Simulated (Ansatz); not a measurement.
Species: Cl4Si, SMILES `Cl[Si](Cl)(Cl)Cl` (charge 0, multiplicity 1).

Give a relaxed geometry from Ansatz (a quantum-chemistry and plane-wave program) with PBE-D3(BJ)/def2-TZVP.

the end point of this relaxation (outside a Z-matrix the atoms follow the SMILES, hydrogens last).
Z-matrix (Å, degrees):
```
Si
Cl 1 2.0381
Cl 1 2.0381 2 109.47
Cl 1 2.0381 2 109.47 3 120.00
Cl 1 2.0381 2 109.47 3 -120.00
```
